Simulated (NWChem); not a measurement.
# Total energies of silicon monoxide (OSi)

```xyz
2

Si     0.0000     0.0000     0.5539
O      0.0000     0.0000    -0.9694
```
Charge 0, spin multiplicity 1.

All runs are NWChem calculations. Structure: optimised with PBE0/def2-SVP, a minimum by its harmonic frequencies.

Basis set: 3-21G (22 functions).

```
method                        total energy (Ha)
----------------------------  -----------------
RHF                                  -361.84565
MP2                                  -362.04481
B2PLYP                               -362.56522
PBE                                  -362.53891
B3LYP                                -362.78054
LC-wPBE (omega 0.3 per bohr)         -362.55839
CCSD(T)                              -362.04729
```

Total energies of different functionals aren't comparable as a measure of quality: only differences taken within one method are. 

The correlated methods keep 6 core orbitals frozen. B3LYP has NWChem's definition, with VWN1-RPA local correlation. No row is a measurement; the coupled-cluster row has its own basis-set and correlation limits.
